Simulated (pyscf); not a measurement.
Optimised with ωB97X-D3(BJ)/def2-SVP in PySCF.

### Question
Estimate by transition-state theory the rate constant of `[CH3][Be][CH3]` + `[H][H]` → `[BeH][CH3]` + `[CH4]` (singlet surface; Be–C, H–H broken, Be–H, C–H formed) at 600 K, with ωB97M-D3(BJ)/def2-TZVP energies (ideal gas, 1 atm, RRHO with modes under 100 cm⁻¹ raised to 100, one conformer, R ln 2 for chiral ones without a mode under 150 cm⁻¹; no tunnelling).

### Answer
The electronic barrier is 27.8 kcal/mol and the thermal terms add +17.1, so ΔG‡ = 44.8 kcal/mol. With k_BT/h = 1.25e+13 s⁻¹ and RT = 1.192 kcal/mol, and a volume of 8.18e-20 cm³ per molecule at 1 atm, k = 4.7e-23 cm³ molecule⁻¹ s⁻¹. Wigner's tunnelling factor for 1359i cm⁻¹ would be 1.44, likely too low at so high a frequency. A shift of 1 kcal/mol in the barrier changes k by a factor 2.3. At the saddle there is also a short Be–H contact that neither side keeps. This is the saddle that the search found; another between the same sides may lie lower.
